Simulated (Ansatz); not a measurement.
```yaml
crystal:
  periodic: [false, false, false]
  atoms:
    - {symbol: C, position_ang: [-0.699996, 1.308115, 0.241205]}
    - {symbol: S, position_ang: [-0.402957, 0.058642, -0.851354]}
    - {symbol: C, position_ang: [1.016579, -0.699263, -0.015906]}
    - {symbol: O, position_ang: [-1.371725, -1.117738, -0.886153]}
    - {symbol: H, position_ang: [-0.993844, 0.971163, 1.242632]}
    - {symbol: H, position_ang: [-1.385405, 2.038897, -0.190722]}
    - {symbol: H, position_ang: [1.855527, -0.003644, -0.006835]}
    - {symbol: H, position_ang: [1.272440, -1.622288, -0.541188]}
    - {symbol: H, position_ang: [0.709381, -0.933884, 1.008320]}
basis:
  gaussian: {orbitals: pcseg-2}
total_charge: -1
hamiltonian: {xc: {name: PBE-QIDH}}
kpoints: {mp_grid: {grid: [2, 2, 2]}}
output: {forces: true}
```

```sh
$ ansatz run in.yaml --threads 2 --pin off --events-out ev --progress --plain --max-ram 22528MiB --backend cpu
```

It prints (some lines left out):

```
Error: invalid value for `basis.gaussian`: such a run doesn't read kpoints; remove what it names
```

In this input the input holds a key that doesn't belong there. The program refused the input.
